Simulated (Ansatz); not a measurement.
The cluster B2H, relaxed as a quartet with UKS PBE0-D4/def2-TZVP in Ansatz, starting from the PBE0-D4/def2-TZVP geometry of the neutral doublet. Force threshold 0.02 eV/Å.

The structure comes from a short search, and lower isomers may exist.

Start:

```xyz
3

B    -0.0165   -0.0551   -0.0997
B     0.2022    0.6725    1.2199
H    -0.1857   -0.6175   -1.1202
```

Task: Estimate the energy that the relaxation releases and the steps that it takes.

Result: 0.0 kJ/mol, in 3 steps; 0.95 s on 4 threads of Arm Neoverse V2 on a shared host. No frequencies were taken in this run, so the end may be a saddle point.

Task: Does the start keep its bonding and symmetry?

Result: By distances, no bond broke or formed. The bond that changes most is B1–B2, from 1.52 to 1.52 Å (atoms count from 1). Point group C∞v at the start, C∞v at the end, both within 0.05 Å.

Task: Predict the relaxed structure.

Result: 
```csv
atom,x (Å),y (Å),z (Å)
B1,-0.016,-0.055,-0.099
B2,0.202,0.672,1.219
H3,-0.186,-0.617,-1.120
```
Bond lengths: 1 × B–B 1.52 Å; 1 × B–H 1.18 Å.
